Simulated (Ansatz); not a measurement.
# FH3MgN+: one structure at several levels

One table from this session's results is given with a row withheld; the runs are named, their logs left out.

Method: single points in def2-TZVPP; program: Ansatz 0.2.0, Gaussian basis.

Cores are frozen in the correlated methods. The outer core shell of Li, Na, Mg and K is correlated.

## The starting structure

SMILES `[NH3+][Mg][F]`, 6 atoms, charge 1, spin multiplicity 1.

Atoms are counted from 1 here; the program's logs count them from 0.

Bond lengths: N1–Mg2 2.136 Å, N1–H4 1.015 Å, N1–H5 1.025 Å, N1–H6 1.053 Å, Mg2–F3 1.701 Å. Angles: Mg2–N1–H4 123.2°, Mg2–N1–H5 111.6°, Mg2–N1–H6 106.4°, H4–N1–H5 101.6°, H4–N1–H6 108.8°, H5–N1–H6 103.7°, N1–Mg2–F3 113.9°.

Geometry (Å):

```xyz
6
FH3MgN
N    -0.6531    0.2591   -0.3646
Mg    0.5628   -1.3058    0.4310
F     2.0230   -0.7638    1.1142
H    -1.6678    0.2384   -0.3461
H    -0.4567    1.1570    0.0893
H    -0.3343    0.4067   -1.3577
```

The first run:

Contents of run/in.yaml:

```yaml
crystal:
  periodic: [false, false, false]
  atoms:
    - {symbol: N, position_ang: [-0.653106, 0.259124, -0.364621]}
    - {symbol: Mg, position_ang: [0.562813, -1.305803, 0.430951]}
    - {symbol: F, position_ang: [2.022971, -0.763813, 1.114205]}
    - {symbol: H, position_ang: [-1.667750, 0.238396, -0.346103]}
    - {symbol: H, position_ang: [-0.456685, 1.156963, 0.089345]}
    - {symbol: H, position_ang: [-0.334271, 0.406722, -1.357718]}
basis:
  gaussian: {orbitals: def2-TZVPP}
total_charge: 1
hamiltonian: {xc: pbe, dispersion: d4}
output: {forces: true}
```

Command:

```
$ ansatz run in.yaml --threads 2 --pin off --events-out ev --progress --plain --max-ram 3481MiB
```

Among the steps run: PBE-D4/def2-TZVPP; r2SCAN-D4/def2-TZVPP; PBE0-D4/def2-TZVPP; wB97M-V/def2-TZVPP; CCSD(T)/def2-TZVPP.

One of the session's tables, all rows but one given; the rest of the session is left out.

| method | RMS force component (eV/Å) | angle to CCSD(T) forces (°) |
| --- | --- | --- |
| PBE-D4 | ? | ? |
| r2SCAN-D4 | 0.498 | 1.8 |
| PBE0-D4 | 0.509 | 3.3 |
| wB97M-V | 0.514 | 4.1 |
| CCSD(T) | 0.498 | reference |

Q: Estimate the row for PBE-D4 from the others.

The run gave: RMS force component (eV/Å): 0.519; angle to CCSD(T) forces (°): 22.4. In the column «RMS force component (eV/Å)» it is the highest.
